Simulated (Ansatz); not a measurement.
A calculation with Ansatz (development build ahead of 0.2.0).

```yaml
crystal:
  periodic: [false, false, false]
  atoms:
    - { symbol: H, position_ang: [1.24138, 0.92884, -0.13169] }
    - { symbol: C, position_ang: [0.72878, -7.0e-05, 0.08564] }
    - { symbol: "N", position_ang: [-0.65634, -6.0e-05, -0.09925] }
    - { symbol: H, position_ang: [1.24164, -0.92868, -0.13217] }
    - { symbol: H, position_ang: [-1.13116, -0.83257, 0.22273] }
    - { symbol: H, position_ang: [-1.13018, 0.83321, 0.22206] }
basis:
  gaussian: { orbitals: cc-pVTZ }
magnetization:
  spin_polarized: true
  initial_magnetization: 1
hamiltonian:
  xc: hf
correlation:
  method: mp2
  frozen_orbitals: { C: 1, H: 0, "N": 1 }
output:
  forces: true
```

The input is written out in the form of the current development build from the run's settings.

Output:

| Property | Result |
| --- | --- |
| Converged | yes |
| Reference energy | -94.63041 hartree |
| Correlation energy | -0.36988 hartree |
| Total energy | -95.00029 hartree |
| Spin squared of the determinant | 0.762 |
| Stability test | minimum |

Forces (eV/Å):
```json
{"atom": "H1", "Fx": "-0.117", "Fy": "-0.167", "Fz": "0.043"}
{"atom": "C2", "Fx": "-0.021", "Fy": "0.000", "Fz": "-0.079"}
{"atom": "N3", "Fx": "-0.009", "Fy": "0.001", "Fz": "0.064"}
{"atom": "H4", "Fx": "-0.116", "Fy": "0.165", "Fz": "0.043"}
{"atom": "H5", "Fx": "0.134", "Fy": "0.176", "Fz": "-0.036"}
{"atom": "H6", "Fx": "0.129", "Fy": "-0.175", "Fz": "-0.035"}
```
